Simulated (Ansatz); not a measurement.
Species: H₃N, SMILES `N` (charge 0, multiplicity 1), formula H$_{3}$N.

Task: How many basis functions does frozen-core CCSD(T)/cc-pVTZ // PBE0-D3(BJ)/def2-SVP run with Ansatz (an electronic-structure program) use, how many core orbitals are frozen, and how many electrons are correlated?

Result: 72 basis functions and 1 frozen orbitals, which leaves 8 correlated electrons. Core time is of the order of seconds.
